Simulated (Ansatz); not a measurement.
# Cobalt, hcp: convergence with cold smearing

Computed with Ansatz, r²SCAN, scalar-relativistic PAW, on the relaxed cell (a = 2.472 Å, c = 4.027 Å (c/a = 1.629); ferromagnetic, net 1.75 μB per atom). Errors count from a run at 500 eV on a Γ-centred 24×24×13 mesh with Fermi-Dirac smearing of 0.05 eV, extrapolated to zero width. Fixed here: cutoff 500 eV, mesh 15×15×8.

```
width (eV)  E(σ→0) error (meV/atom)  F error (meV/atom)  P (GPa)  sphere moment (μB)  SCF iterations
      0.01                      1.7                 1.7    -1.76                1.84              20
      0.03                      1.7                 1.7    -1.89                1.84              16
       0.1                      1.6                 1.5    -1.69                1.84              17
       0.2                      1.1                 1.1    -1.43                1.86              16
       0.3                      0.1                 1.9    -1.40                1.86              17
       0.6                      0.6                15.0    -0.67                1.90              16
       1.0                     11.0                61.1     2.82                2.06              16
```
